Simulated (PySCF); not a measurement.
ethylene (C2H4), SMILES C=C.

Geometry: B3LYP-D3(BJ)/def2-TZVP.

All values below come from PBE/def2-TZVPD run with PySCF.

Symmetry labels are those of the subgroup D2h that the program uses (full group D2h).

Computed valence orbital energies around the gap with their symmetry:
```json
[
 {"orbital": "HOMO−7", "symmetry": "Ag", "energy (eV)": "-268.90"},
 {"orbital": "HOMO−6", "symmetry": "B1u", "energy (eV)": "-268.88"},
 {"orbital": "HOMO−5", "symmetry": "Ag", "energy (eV)": "-18.84"},
 {"orbital": "HOMO−4", "symmetry": "B1u", "energy (eV)": "-14.24"},
 {"orbital": "HOMO−3", "symmetry": "B2u", "energy (eV)": "-11.50"},
 {"orbital": "HOMO−2", "symmetry": "Ag", "energy (eV)": "-10.21"},
 {"orbital": "HOMO−1", "symmetry": "B3g", "energy (eV)": "-8.50"},
 {"orbital": "HOMO", "symmetry": "B3u", "energy (eV)": "-6.78"},
 {"orbital": "LUMO", "symmetry": "B2g", "energy (eV)": "-1.00"},
 {"orbital": "LUMO+1", "symmetry": "Ag", "energy (eV)": "0.16"},
 {"orbital": "LUMO+2", "symmetry": "B1u", "energy (eV)": "0.70"},
 {"orbital": "LUMO+3", "symmetry": "B2u", "energy (eV)": "1.28"}
]
```
